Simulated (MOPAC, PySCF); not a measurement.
C₂H₃N, SMILES `CC#N`, neutral singlet in the gas phase. 

Cartesian coordinates (Å):
```xyz
6

C     -0.4856    -0.0252    -0.0216
C      0.9640     0.0501     0.0430
N      2.1181     0.1101     0.0944
H     -0.7952    -0.7641    -0.7745
H     -0.8951    -0.3240     0.9540
H     -0.9059     0.9532    -0.2950
```
Charge 0, spin multiplicity 1.

All levels are single points at this geometry (PBE0-D4/def2-SVP); Pople sets use spherical d functions. Orbital energies aren't observables, and empty levels follow the basis.

```
level                            HOMO (eV)  LUMO (eV)  gap (eV)  dipole (D)  vertical IE, Delta-SCF (eV)
-------------------------------  ---------  ---------  --------  ----------  ---------------------------
B3LYP-D3(BJ)/def2-TZVP in PySCF      -9.19       0.45      9.63        4.01                        12.19
PBE-D3(BJ)/def2-TZVP in PySCF        -8.07      -0.27      7.80        3.95                        12.08
PBE0-D4/def2-TZVP in PySCF           -9.43       0.83     10.26        4.03                        12.15
B3LYP/3-21G in PySCF                 -8.97       1.26     10.24        3.59                            –
B3LYP/6-311+G** in PySCF             -9.24      -0.32      8.91        4.06                            –
BP86/6-31G* in PySCF                 -7.86       0.04      7.90        3.76                            –
PBE/6-31G* in PySCF                  -7.75       0.14      7.90        3.74                        11.96
HF/3-21G in PySCF                   -12.46       5.74     18.21        3.91                            –
HF/6-31G* in PySCF                  -12.42       5.48     17.90        4.07                        10.90
HF/STO-3G in PySCF                  -11.01       9.72     20.72        3.06                            –
AM1 in MOPAC                        -12.58       1.72     14.29        2.88                            –
PM3 in MOPAC                        -12.37       1.43     13.81        3.21                            –
PM7 in MOPAC                        -12.84       1.21     14.05        3.82                            –
```
